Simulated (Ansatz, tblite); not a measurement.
# The cluster P4: charged states by level of theory

One table from this session's results is given with a row withheld; the runs are named, their logs left out.

The runs use Ansatz 0.2.0, Gaussian basis; as each input shows.

Plan: charge +1 doublet, at the geometry of the singlet (PBE0-D4/def2-TZVP, PBE-D4/def2-TZVP, r2SCAN-D4/def2-TZVP, CCSD(T)/def2-TZVPP); charge -1 doublet, at the geometry of the singlet (PBE0-D4/def2-TZVPD, PBE-D4/def2-TZVPD, r2SCAN-D4/def2-TZVPD, CCSD(T)/def2-TZVPD); the starting singlet's energies come from earlier runs.

**The relaxed structure**

The singlet was relaxed beforehand with B3LYP-D4/def2-TZVP. At that level it is the lowest of the isomers that a small search found.

4 atoms, charge 0, spin multiplicity 1.

Atoms are counted from 1 here; the program's logs count them from 0.

Bond lengths: P1–P2 2.203 Å, P1–P3 2.203 Å, P1–P4 2.203 Å, P2–P3 2.203 Å, P2–P4 2.203 Å, P3–P4 2.203 Å. Angles: P2–P1–P3 60.0°, P2–P1–P4 60.0°, P3–P1–P4 60.0°, P1–P2–P3 60.0°, P1–P2–P4 60.0°, P3–P2–P4 60.0°, P1–P3–P2 60.0°, P1–P3–P4 60.0°, P2–P3–P4 60.0°, P1–P4–P2 60.0°, P1–P4–P3 60.0°, P2–P4–P3 60.0°.

The first run:

Contents of in.yaml:

```yaml
crystal:
  periodic: [false, false, false]
  atoms:
    - {symbol: P, position_ang: [-1.306112, 0.314884, 0.123586]}
    - {symbol: P, position_ang: [0.729153, 0.770111, 0.834036]}
    - {symbol: P, position_ang: [0.395966, 0.214572, -1.271818]}
    - {symbol: P, position_ang: [0.180994, -1.299567, 0.314196]}
basis:
  gaussian: {orbitals: def2-SVP}
total_charge: 1
magnetization: {spin_polarized: true, initial_magnetization: 1}
hamiltonian: {xc: pbe0, dispersion: d4}
output: {orbitals: {seedname: orbitals}}
```

Launch:

```sh
> ansatz run in.yaml --threads 4 --pin off --events-out ev --progress --plain --max-ram 3916MiB
```

Steps of the session up to this table: Charge +1 doublet at the fixed geometry, first pass, PBE0-D4/def2-SVP; Charge +1 doublet at the fixed geometry, PBE0-D4/def2-TZVP; Charge +1 doublet at the fixed geometry, PBE-D4/def2-TZVP; Charge +1 doublet at the fixed geometry, r2SCAN-D4/def2-TZVP; Charge +1 doublet at the fixed geometry, CCSD(T)/def2-TZVPP.

One of the session's tables, all rows but one given; the rest of the session is left out.

```
             method  vertical ionisation energy (eV)
      HF/def2-TZVPP                             8.75
   PBE-D4/def2-TZVP                             9.49
r2SCAN-D4/def2-TZVP                             9.60
  PBE0-D4/def2-TZVP                                ?
     MP2/def2-TZVPP                             9.71
    CCSD/def2-TZVPP                             9.52
 CCSD(T)/def2-TZVPP                             9.56
```

Q: Estimate the row for PBE0-D4/def2-TZVP from the others.

The run gave: vertical ionisation energy (eV): 9.59. In the column «vertical ionisation energy (eV)» it lies between CCSD(T)/def2-TZVPP (9.56) and r2SCAN-D4/def2-TZVP (9.60).

To keep in mind: CCSD(T)/def2-TZVPP isn't at the basis-set limit; small misses against it rank nothing.
